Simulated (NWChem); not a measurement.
# C3H3NO (oxazole): levels of theory compared

Wanted: a comparison of 6 runs (TDA-CAM-B3LYP/DGauss-DZVP, TDA-CAM-B3LYP/MINI, TDA-CAM-B3LYP/SBKJC-VDZ, TDA-CAM-B3LYP/jorge-DZP, TDA-CAM-B3LYP/LANL2DZ, TDA-CAM-B3LYP/MIDI!) of C3H3NO (oxazole). 

Program for the calculation: NWChem 7.3.0.

## (1) Starting point

C3H3NO: 8 atoms, total charge 0, spin state singlet. As SMILES, `c1cocn1`. The coordinates come from a PBE0-D4/def2-TZVP relaxation.

Bond lengths: C1–C2 1.348 Å, C2–O3 1.358 Å, O3–C4 1.344 Å, C1–N5 1.382 Å, C4–N5 1.285 Å, C1–H6 1.078 Å, C2–H7 1.076 Å, C4–H8 1.079 Å. Some angles: C1–C2–O3 107.9°, C2–C1–N5 109.0°, C2–O3–C4 104.3°, O3–C4–N5 114.7°, C1–N5–C4 104.2°, C1–C2–H7 135.2°, O3–C2–H7 117.0°, C2–C1–H6 129.0°, N5–C1–H6 122.1°, O3–C4–H8 116.9°.

## (2) The excited states at TDA-CAM-B3LYP/DGauss-DZVP (run 1)

c3h3no.nw

```
start c3h3no
memory total 2200 mb
geometry units au noautosym nocenter noautoz
  C  -0.11697405  1.75668941  0.74757565
  C   1.89615119  0.37095324  0.02664514
  O   1.02725512 -1.87271859 -0.86851813
  C  -1.49704104 -1.70925728 -0.63343620
  N  -2.29431649  0.38342543  0.30764741
  H  -0.16308336  3.62997491  1.54617392
  H   3.91003232  0.65233346  0.01379500
  H  -2.58741301 -3.31949291 -1.24551849
end
basis spherical bse
  C library DGauss-DZVP
  O library DGauss-DZVP
  N library DGauss-DZVP
  H library DGauss-DZVP
end
dft
  xc xcamb88 1.00 lyp 0.81 vwn_5 0.19 hfexch 1.00
  cam 0.33 cam_alpha 0.19 cam_beta 0.46
  mult 1
  grid fine
  convergence energy 1e-08
  direct
  maxiter 100
  mulliken
  print low
end
tddft
  cis
  nroots 4
  notriplet
end
task tddft energy
```

Launch:

```sh
nwchem c3h3no.nw > c3h3no.out
```

Output:

```text
[...]
 d= 0,ls=0.0,diis     1   -245.9109356009 -4.10D+02  1.26D-02  6.10D-01     2.8
[...]
 d= 0,ls=0.0,diis    11   -245.9909993300 -2.26D-09  4.78D-07  2.14D-09    29.2
         Total DFT energy =     -245.990999330038
      One electron energy =     -658.000790988865
           Coulomb energy =      280.468460479501
    Exchange-Corr. energy =      -32.670131405115
 Nuclear repulsion energy =      164.211462584441
[...]
         Spin multiplicity :       1
[...]
              XC Information
              --------------
              Hartree-Fock (Exact) Exchange   1.00
            CAM-Becke88 Exchange Functional   1.00
               VWN V Correlation Functional   0.19 local
       Lee-Yang-Parr Correlation Functional   0.81
           Alpha           :  0.19
           Beta            :  0.46
           Gamma           :  0.33
[...]
         Wavefunction type : Restricted singlets
          No. of electrons :      36
[...]
  Root   1 singlet a              0.247186348 a.u.                6.7263 eV
[...]
     Dipole Oscillator Strength                    0.0053173561
[...]
     Total Oscillator Strength                     0.0053180472
[...]
  Root   2 singlet a              0.255552601 a.u.                6.9539 eV
[...]
  Root   3 singlet a              0.286074562 a.u.                7.7845 eV
[...]
     Dipole Oscillator Strength                    0.0372823600
[...]
     Total Oscillator Strength                     0.0372830621
[...]
  Root   4 singlet a              0.300482063 a.u.                8.1765 eV
[...]
     Dipole Oscillator Strength                    0.0100348627
[...]
     Total Oscillator Strength                     0.0100382690
[...]
```

Wall time 1.9 min (1 thread of Intel Xeon Gold 6455B (Sapphire Rapids), shared host); peak memory 0.12 GiB.

The roots found:

```tsv
excited state	energy (eV)	strength	label
1	6.726	0.0053	singlet a
2	6.954	0.2101	singlet a
3	7.784	0.0373	singlet a
4	8.177	0.0100	singlet a
```

## (3) The excited states at TDA-CAM-B3LYP/MINI (run 2)

struct.nw

```
echo
START struct
TITLE "C3H3NO excited"
memory stack 880 mb heap 220 mb global 1100 mb

GEOMETRY units angstrom noautosym nocenter noautoz
C     -0.061900     0.929600     0.395600
C      1.003400     0.196300     0.014100
O      0.543600    -0.991000    -0.459600
C     -0.792200    -0.904500    -0.335200
N     -1.214100     0.202900     0.162800
H     -0.086300     1.920900     0.818200
H      2.069100     0.345200     0.007300
H     -1.369200    -1.756600    -0.659100
END

BASIS spherical bse
C library MINI
O library MINI
N library MINI
H library MINI
END

DFT
xc xcamb88 1.00 lyp 0.81 vwn_5 0.19 hfexch 1.00
cam 0.33 cam_alpha 0.19 cam_beta 0.46
grid fine
convergence energy 1e-08
direct
maxiter 100
mulliken
print low
END

TDDFT
cis
nroots 4
notriplet
END

TASK tddft energy
```

Launch:

```sh
nwchem struct.nw > struct.out
```

Output:

```text
[...]
 d= 0,ls=0.0,diis     1   -243.9533440712 -4.08D+02  4.55D-02  5.43D-01     0.4
[...]
 d= 0,ls=0.0,diis    10   -244.0363641648 -5.23D-09  2.19D-06  1.91D-09     3.3
         Total DFT energy =     -244.036364164807
      One electron energy =     -651.627533372292
           Coulomb energy =      275.558348782819
    Exchange-Corr. energy =      -32.178654032392
 Nuclear repulsion energy =      164.211474457058
[...]
         Spin multiplicity :       1
[...]
              XC Information
              --------------
              Hartree-Fock (Exact) Exchange   1.00
            CAM-Becke88 Exchange Functional   1.00
               VWN V Correlation Functional   0.19 local
       Lee-Yang-Parr Correlation Functional   0.81
           Alpha           :  0.19
           Beta            :  0.46
           Gamma           :  0.33
[...]
         Wavefunction type : Restricted singlets
          No. of electrons :      36
[...]
  Root   1 singlet a              0.218976795 a.u.                5.9587 eV
[...]
     Dipole Oscillator Strength                    0.0036813079
[...]
     Total Oscillator Strength                     0.0036826090
[...]
  Root   2 singlet a              0.275273105 a.u.                7.4906 eV
[...]
  Root   3 singlet a              0.288546454 a.u.                7.8518 eV
[...]
     Dipole Oscillator Strength                    0.1701684382
[...]
     Total Oscillator Strength                     0.1701689765
[...]
  Root   4 singlet a              0.303426690 a.u.                8.2567 eV
[...]
     Dipole Oscillator Strength                    0.0558492834
[...]
     Total Oscillator Strength                     0.0558497222
[...]
```

Wall time 15 s (1 thread of Intel Xeon Gold 6455B (Sapphire Rapids), shared host); peak memory 0.11 GiB.

The roots found:

```tsv
excited state	energy (eV)	strength	label
1	5.959	0.0037	singlet a
2	7.491	0.0229	singlet a
3	7.852	0.1702	singlet a
4	8.257	0.0558	singlet a
```

Runs 3 to 4 aren't shown in full; the table further down has their settings and results.

## (4) The vertical excitations at TDA-CAM-B3LYP/LANL2DZ (run 5)

c3h3no.nw

```
start c3h3no
title "C3H3NO"
memory stack 880 mb heap 220 mb global 1100 mb
charge 0

geometry units angstrom noautosym nocenter noautoz
 C    -0.061900    0.929600    0.395600
 C     1.003400    0.196300    0.014100
 O     0.543600   -0.991000   -0.459600
 C    -0.792200   -0.904500   -0.335200
 N    -1.214100    0.202900    0.162800
 H    -0.086300    1.920900    0.818200
 H     2.069100    0.345200    0.007300
 H    -1.369200   -1.756600   -0.659100
end

basis spherical bse
 * library LANL2DZ
end

dft
 xc xcamb88 1.00 lyp 0.81 vwn_5 0.19 hfexch 1.00
 cam 0.33 cam_alpha 0.19 cam_beta 0.46
 mult 1
 grid fine
 convergence energy 1e-08
 direct
 iterations 100
 mulliken
 noprint "final vectors analysis"
end

tddft
 cis
 nroots 4
 notriplet
end

task tddft
```

Launch:

```sh
nwchem c3h3no.nw > c3h3no.out
```

Output:

```text
[...]
          Wavefunction type:  closed shell.
          No. of atoms     :     8
          No. of electrons :    36
[...]
          Charge           :     0
          Spin multiplicity:     1
[...]
          AO basis - number of functions:    51
[...]
              XC Information
              --------------
                     Hartree-Fock (Exact) Exchange  1.000
                   CAM-Becke88 Exchange Functional  1.000
                      VWN V Correlation Functional  0.190 local
              Lee-Yang-Parr Correlation Functional  0.810
[...]
 d= 0,ls=0.0,diis     1   -245.7999378660 -4.10D+02  2.41D-02  6.85D-01     1.3
[...]
 d= 0,ls=0.0,diis    10   -245.8966700070 -8.72D-09  2.47D-06  1.85D-08    11.4
         Total DFT energy =     -245.896670007007
      One electron energy =     -657.439098813123
           Coulomb energy =      280.110218956023
    Exchange-Corr. energy =      -32.779264606965
 Nuclear repulsion energy =      164.211474457058
[...]
  Root   1 singlet a              0.235401912 a.u.                6.4056 eV
[...]
     Dipole Oscillator Strength                    0.0077907738
[...]
     Total Oscillator Strength                     0.0077918381
[...]
  Root   2 singlet a              0.264504140 a.u.                7.1975 eV
[...]
  Root   3 singlet a              0.291113403 a.u.                7.9216 eV
[...]
     Dipole Oscillator Strength                    0.0171882837
[...]
     Total Oscillator Strength                     0.0171923317
[...]
  Root   4 singlet a              0.293042116 a.u.                7.9741 eV
[...]
     Dipole Oscillator Strength                    0.0344156569
[...]
     Total Oscillator Strength                     0.0344162292
[...]
```

Run time: 50 s. Hardware: 1 thread of Intel Xeon Gold 6455B (Sapphire Rapids), shared host; peak memory 0.11 GiB.

The roots found:

```tsv
excited state	energy (eV)	strength	label
1	6.406	0.0078	singlet a
2	7.198	0.2057	singlet a
3	7.922	0.0172	singlet a
4	7.974	0.0344	singlet a
```

## (5) The vertical excitations at TDA-CAM-B3LYP/MIDI! (run 6)

c3h3no.nw

```
start c3h3no
memory stack 880 mb heap 220 mb global 1100 mb

geometry units angstroms noautosym nocenter noautoz
C     -0.061900     0.929600     0.395600
C      1.003400     0.196300     0.014100
O      0.543600    -0.991000    -0.459600
C     -0.792200    -0.904500    -0.335200
N     -1.214100     0.202900     0.162800
H     -0.086300     1.920900     0.818200
H      2.069100     0.345200     0.007300
H     -1.369200    -1.756600    -0.659100
end

basis spherical bse
* library "MIDI!"
end

dft
xc xcamb88 1.00 lyp 0.81 vwn_5 0.19 hfexch 1.00
cam 0.33 cam_alpha 0.19 cam_beta 0.46
grid fine
convergence energy 1e-08
direct
iterations 100
mulliken
noprint "final vectors analysis"
end

tddft
cis
nroots 4
notriplet
end

task tddft energy
```

Launch:

```sh
nwchem c3h3no.nw > c3h3no.out
```

Output:

```text
[...]
          Wavefunction type:  closed shell.
          No. of atoms     :     8
          No. of electrons :    36
[...]
          Charge           :     0
          Spin multiplicity:     1
[...]
          AO basis - number of functions:    61
[...]
              XC Information
              --------------
                     Hartree-Fock (Exact) Exchange  1.000
                   CAM-Becke88 Exchange Functional  1.000
                      VWN V Correlation Functional  0.190 local
              Lee-Yang-Parr Correlation Functional  0.810
[...]
 d= 0,ls=0.0,diis     1   -244.4597698607 -4.09D+02  1.36D-02  7.41D-01     1.2
[...]
 d= 0,ls=0.0,diis    11   -244.5486980530 -1.27D-09  2.78D-07  5.04D-10    12.5
         Total DFT energy =     -244.548698053000
      One electron energy =     -656.412882378472
           Coulomb energy =      280.257786898187
    Exchange-Corr. energy =      -32.605077029774
 Nuclear repulsion energy =      164.211474457058
[...]
  Root   1 singlet a              0.253568968 a.u.                6.9000 eV
[...]
     Dipole Oscillator Strength                    0.0042015367
[...]
     Total Oscillator Strength                     0.0042024005
[...]
  Root   2 singlet a              0.274201772 a.u.                7.4614 eV
[...]
  Root   3 singlet a              0.299470228 a.u.                8.1490 eV
[...]
     Dipole Oscillator Strength                    0.0315442620
[...]
     Total Oscillator Strength                     0.0315447656
[...]
  Root   4 singlet a              0.307810736 a.u.                8.3760 eV
[...]
     Dipole Oscillator Strength                    0.0130545245
[...]
     Total Oscillator Strength                     0.0130585470
[...]
```

Wall time 57 s (1 thread of Intel Xeon Gold 6455B (Sapphire Rapids), shared host); peak memory 0.12 GiB.

The roots found:

```tsv
excited state	energy (eV)	strength	label
1	6.900	0.0042	singlet a
2	7.461	0.1954	singlet a
3	8.149	0.0315	singlet a
4	8.376	0.0131	singlet a
```

## (6) All runs side by side

```tsv
run	level	core potential	energy (Eh)	lowest excitation energy (eV)	wall time
1	TDA-CAM-B3LYP/DGauss-DZVP	–	-245.990999	6.73	1.9 min
2	TDA-CAM-B3LYP/MINI	–	-244.036364	5.96	15 s
3	TDA-CAM-B3LYP/SBKJC-VDZ (core potential)	SBKJC-VDZ	-44.413823	6.47	37 s
4	TDA-CAM-B3LYP/jorge-DZP	–	-245.995572	6.68	3.1 min
5	TDA-CAM-B3LYP/LANL2DZ	–	-245.896670	6.41	50 s
6	TDA-CAM-B3LYP/MIDI!	–	-244.548698	6.90	57 s
```

## (7) What came out

| quantity | value |
| --- | --- |
| run 6: ground-state or mean-field energy | -244.54870 Eh |
| run 6: dipole moment (of the density that the program reports) | 1.58 D |
| run 6: lowest singlet excitation energy | 6.90 eV |

In words: Some runs of one species differ in core potentials or relativity; totals across that change don't compare. In run 2 the basis is minimal, so the values are rough. All runs together took 7.7 min, the longest 3.1 min.
